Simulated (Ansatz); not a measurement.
# C₂H₆Si: taking an electron away

The task here is to estimate one member of a computed series from the others.

Method: unrestricted cation, the program's frozen cores in correlated methods; program: Ansatz 0.2.0, Gaussian basis.

The runs, in order: UKS PBE-D4/def2-TZVPP; UKS r2SCAN-D4/def2-TZVPP; UKS PBE0-D4/def2-TZVPP; UKS B3LYP-D4/def2-TZVPP; UKS wB97X-V/def2-TZVPP; UKS wB97M-V/def2-TZVPP; UKS B2PLYP/def2-TZVPP; UHF-CCSD(T)/def2-TZVPP; UHF-MP2/def2-QZVPP; extrapolation to the limit; then −ε(HOMO) from the neutral's earlier runs with LDA (SPW92), PBE-D4, revPBE-D4, BLYP-D4, r2SCAN-D4, B97M-V, PBE0-D4, B3LYP-D4, r2SCANh-D4, r2SCAN0-D4, HSE06-D4, BHLYP-D4, CAM-B3LYP-D4, LC-ωPBE, ωB97X-V, ωB97M-V.

**The geometry**

The geometry comes from an earlier relaxation with PBE0-D4 in a triple-zeta def2 set; it is a stationary point, not always the lowest conformer.

SMILES `C1C[SiH2]1`, 9 atoms, charge 0, spin multiplicity 1.

Atoms are counted from 1 here; the program's logs count them from 0.

Bond lengths: C1–C2 1.543 Å, C1–Si3 1.847 Å, C1–H4 1.085 Å, C1–H5 1.085 Å, C2–Si3 1.847 Å, C2–H6 1.085 Å, C2–H7 1.085 Å, Si3–H8 1.478 Å, Si3–H9 1.478 Å. Angles: C2–C1–Si3 65.3°, C2–C1–H4 116.3°, C2–C1–H5 116.3°, Si3–C1–H4 119.2°, Si3–C1–H5 119.2°, H4–C1–H5 112.7°, C1–C2–Si3 65.3°, C1–C2–H6 116.3°, C1–C2–H7 116.3°, Si3–C2–H6 119.2°, Si3–C2–H7 119.2°, H6–C2–H7 112.7°, C1–Si3–C2 49.4°, C1–Si3–H8 119.3°, C1–Si3–H9 119.3°, C2–Si3–H8 119.3°, C2–Si3–H9 119.3°, H8–Si3–H9 114.8°.

As a file:

```
atom    x (Å)    y (Å)    z (Å)
  C1  -0.2455  -0.1663  -0.9160
  C2   0.9723  -0.0077   0.0176
 Si3  -0.6670   0.1515   0.8544
  H4  -0.4087  -1.1558  -1.3299
  H5  -0.3980   0.6222  -1.6455
  H6   1.5677  -0.8988   0.1867
  H7   1.5798   0.8789  -0.1305
  H8  -1.1489   1.4904   1.2545
  H9  -1.1632  -0.9608   1.6918
```

The first run:

The input, in.yaml:

```yaml
crystal:
  periodic: [false, false, false]
  atoms:
    - {symbol: C, position_ang: [-0.245478, -0.166303, -0.915968]}
    - {symbol: C, position_ang: [0.972272, -0.007723, 0.017554]}
    - {symbol: Si, position_ang: [-0.666974, 0.151549, 0.854371]}
    - {symbol: H, position_ang: [-0.408704, -1.155840, -1.329937]}
    - {symbol: H, position_ang: [-0.398047, 0.622216, -1.645474]}
    - {symbol: H, position_ang: [1.567738, -0.898812, 0.186652]}
    - {symbol: H, position_ang: [1.579810, 0.878930, -0.130543]}
    - {symbol: H, position_ang: [-1.148896, 1.490408, 1.254478]}
    - {symbol: H, position_ang: [-1.163219, -0.960823, 1.691768]}
basis:
  gaussian: {orbitals: def2-TZVPP}
total_charge: 1
magnetization: {spin_polarized: true, initial_magnetization: 1}
hamiltonian: {xc: pbe, dispersion: d4}
```

Command:

```
$ ansatz run in.yaml --threads 2 --pin off --events-out ev --progress --plain --max-ram 4352MiB
```

Steps of the session up to this table: Cation, UKS PBE-D4/def2-TZVPP; Cation, UKS r2SCAN-D4/def2-TZVPP; Cation, UKS PBE0-D4/def2-TZVPP; Cation, UKS B3LYP-D4/def2-TZVPP; Cation, UKS wB97X-V/def2-TZVPP; Cation, UKS wB97M-V/def2-TZVPP; Cation, UKS B2PLYP (frozen core)/def2-TZVPP; Cation, UHF-CCSD(T)/def2-TZVPP; Cation, UHF-MP2/def2-QZVPP.

One table of the session follows, with a row left open; its other results are not shown here.

It belongs to the step «Ionisation energies side by side». For comparison, −ε(HOMO) of the neutral from earlier runs:

| functional | −ε(HOMO) (eV) |
| --- | --- |
| LDA (SPW92) | ? |
| PBE-D4 | 5.81 |
| revPBE-D4 | 5.76 |
| BLYP-D4 | 5.66 |
| r2SCAN-D4 | 6.00 |
| B97M-V | 6.06 |
| PBE0-D4 | 6.92 |
| B3LYP-D4 | 6.71 |
| r2SCANh-D4 | 6.42 |
| r2SCAN0-D4 | 7.05 |
| HSE06-D4 | 6.52 |
| BHLYP-D4 | 7.91 |
| CAM-B3LYP-D4 | 8.23 |
| LC-ωPBE | 9.58 |
| ωB97X-V | 9.22 |
| ωB97M-V | 9.09 |

Q: Estimate the row for LDA (SPW92) from the others.

**Answer.** −ε(HOMO) (eV): 5.94. In the column «−ε(HOMO) (eV)» it lies between PBE-D4 (5.81) and r2SCAN-D4 (6.00).

Caveats from the session: The cation may have settled in a state other than its lowest; no search over hole states beyond the program's own was made.
